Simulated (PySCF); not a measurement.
# C3H9OP: the cost of one run

Computed with PySCF 2.14.0, with density-fitted response routines of our own, on a single molecule in the gas phase. Atoms count from 0, in the outputs and in this text.

## 1. Starting geometry

14 atoms, charge 0, multiplicity 1; geometry from: GFN2-xTB.

Bonds of the start (Å): C0–P1 1.83, P1–C2 1.83, P1–C3 1.83, P1–O4 1.47, C0–H5 1.09, C0–H6 1.09, C0–H7 1.09, C2–H8 1.09, C2–H9 1.09, C2–H10 1.09, C3–H11 1.09, C3–H12 1.09, C3–H13 1.09.

## 2. Relaxing the molecule at PBE0-D3(BJ)/def2-SVP

The job: settings as JSON, then the geometry in Å.

```
{"job": {"xc": "PBE0", "basis": "def2-SVP", "d3": "d3bj", "grid": 1, "kind": "geom"}, "charge": 0, "multiplicity": 1}
C      1.633611     0.101082    -0.409102
P      0.102624    -0.199291     0.553771
C     -0.887086    -1.357123    -0.466780
C     -0.814716     1.387611     0.505197
O      0.355295    -0.688471     1.914835
H      1.425384     0.458585    -1.412197
H      2.230719     0.832919     0.130911
H      2.189380    -0.833195    -0.454079
H     -1.835550    -1.524910     0.039289
H     -1.062271    -0.975168    -1.467201
H     -0.350756    -2.302416    -0.517656
H     -0.986656     1.730305    -0.509974
H     -0.235982     2.126894     1.055165
H     -1.764673     1.242704     1.015656
```

Run with:

```
OMP_NUM_THREADS=1 python probes_run.py task.json out
```

The driver reads the jobs from task.json and runs them one after another.

Q: Estimate the wall time and peak memory of this first job on 1 thread of Arm Neoverse V2, shared host.

About 19 s, with a peak of 0.49 GiB.
